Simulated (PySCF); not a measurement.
SH⁻: energy against distance

Set-up: basis H aug-cc-pVDZ, S aug-cc-pV(D+d)Z; no relativity; PySCF 2.14. Energies in eV from H + S⁻ in their ground configurations at the same level. State: ¹Σ⁺ (singlet), closed shell.

All columns are PBE0. A positive dipole points towards S; it is taken about the centre of mass and depends on that origin.

| R (Å) | E (eV) | μ (D) | Mulliken charge on H (basis-dependent) | HOMO (eV) | LUMO (eV) | Mayer bond order | ⟨S²⟩ |
| --- | --- | --- | --- | --- | --- | --- | --- |
| 1.164 | -3.256 | -0.63 | -0.42 | -0.02 | 3.86 | 1.13 | 0.00 |
| 1.219 | -3.607 | -0.57 | -0.31 | -0.02 | 3.86 | 1.15 | 0.00 |
| 1.273 | -3.809 | -0.52 | -0.22 | -0.03 | 3.85 | 1.15 | 0.00 |
| 1.313 | -3.883 | -0.47 | -0.16 | -0.03 | 3.84 | 1.14 | 0.00 |
| 1.354 | -3.905 | -0.42 | -0.11 | -0.04 | 3.83 | 1.12 | 0.00 |
| 1.395 | -3.885 | -0.36 | -0.07 | -0.05 | 3.82 | 1.11 | 0.00 |
| 1.449 | -3.807 | -0.28 | -0.04 | -0.06 | 3.80 | 1.09 | 0.00 |
| 1.516 | -3.647 | -0.17 | -0.01 | -0.08 | 3.77 | 1.08 | 0.00 |
| 1.598 | -3.394 | -0.02 | 0.00 | -0.11 | 3.72 | 1.07 | 0.00 |
| 1.706 | -3.001 | 0.21 | -0.02 | -0.16 | 3.62 | 1.06 | 0.00 |

A fit through these points gives, at Re = 1.354 Å, μ = -0.42 D and dμ/dR = 1.33 D/Å; the reduced mass is 0.977 u.

Task: How strong is the fundamental in the double-harmonic approximation, I = 42.26·(dμ/dR)²/μred km/mol?

Result: I = 42.26·(1.33)²/0.977 = 76.5 km/mol at PBE0.

For an ion De counts to the pair picked by the measured ionisation energies or electron affinities, which need not be the lowest pair at this level.
